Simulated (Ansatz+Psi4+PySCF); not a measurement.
```yaml
atoms:
  - { symbol: P, position_ang: [0.0000, 0.0000, -0.0189] }
  - { symbol: N, position_ang: [0.0000, 0.0000, 1.8069] }
```

Basis set: cc-pVTZ on N; cc-pV(T+d)Z on P (spherical functions). Correlated methods keep 6 orbitals frozen. Charge 0, multiplicity 1.

Computed with Ansatz (development build ahead of 0.2.0); each method stands on the lowest determinant of its kind that the runs found. Restricted open shells among the atoms or ions are ROHF, correlated in semicanonical orbitals with singles.

**Question.** Give the vertical ionization energy (product with multiplicity 2 at the same shape, open shells in the same class of orbitals) of singlet PN by RHF-MP2, RHF-CCSDT, RHF.

**Answer.**

```csv
method,ionization energy
RHF-MP2,11.71 eV
RHF-CCSDT,11.15 eV
RHF,9.10 eV
```

Caution: an unrestricted determinant lies well below; unrestricted orbitals would lower the determinant. Caution for RHF-MP2: MP2 on this radical cation hangs on the determinant chosen; another reference gives a lower total. Caution for RHF-MP2, RHF-CCSDT: large amplitudes, a single reference is doubtful.
